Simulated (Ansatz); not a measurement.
Geometry optimisation, Ansatz, RKS B3LYP-D4/def2-SVP.

input.yaml

```yaml
crystal:
  periodic: [false, false, false]
  atoms:
    - { symbol: Si, position_ang: [0.0, 0.0, 0.0] }
    - { symbol: "N", position_ang: [0.0, 0.0, 1.82] }
    - { symbol: H, position_ang: [-0.877, -0.2713, 2.35] }
    - { symbol: H, position_ang: [0.877, 0.2713, 2.35] }
    - { symbol: C, position_ang: [1.7634, 0.0, -0.6227] }
    - { symbol: H, position_ang: [2.1111, -1.0463, -0.7509] }
    - { symbol: H, position_ang: [1.8119, 0.5276, -1.5981] }
    - { symbol: H, position_ang: [2.4154, 0.5187, 0.1108] }
    - { symbol: H, position_ang: [-0.6877, 1.1914, -0.4862] }
    - { symbol: H, position_ang: [-0.6877, -1.1914, -0.4862] }
basis:
  gaussian: { orbitals: def2-SVP }
hamiltonian:
  xc: b3lyp
  dispersion: d4
relax:
  f_tol: 0.02
  max_steps: 40
```

Command:

```bash
$ ansatz run input.yaml --threads 1 --pin off --max-ram 2048MiB --backend cpu --events-out ev --progress --plain --runs-dir out
```

**Question.** Where does it end, and by what steps?

**Answer.** The run converged. After 8 steps the energy has fallen by 0.344 eV; H7 moved furthest, 0.40 Å.

```
step  energy less start (eV)  largest force component (eV/Å)  accepted
   0                  0.0000                           2.534       yes
   1                 -0.2470                           1.325       yes
   2                 -0.3099                           0.282       yes
   3                 -0.3175                           0.516       yes
   4                 -0.3364                           0.123       yes
   5                 -0.3418                           0.049       yes
   6                 -0.3436                           0.062       yes
   7                 -0.3440                           0.046       yes
   8                 -0.3441                           0.008       yes
```

```xyz
10
Properties=species:S:1:pos:R:3
Si 0.024 0.057 0.065
N 0.078 -0.243 1.780
H -0.785 -0.481 2.261
H 0.645 0.359 2.371
C 1.771 -0.005 -0.624
H 2.243 -0.978 -0.412
H 1.768 0.152 -1.715
H 2.401 0.783 -0.178
H -0.584 1.371 -0.338
H -0.834 -1.015 -0.523
```

Whether the end is a true minimum wasn't checked by a vibrational analysis.

Run time: 25 s on 1 thread of Arm Neoverse V2, on a shared host, peak memory 0.15 GiB.
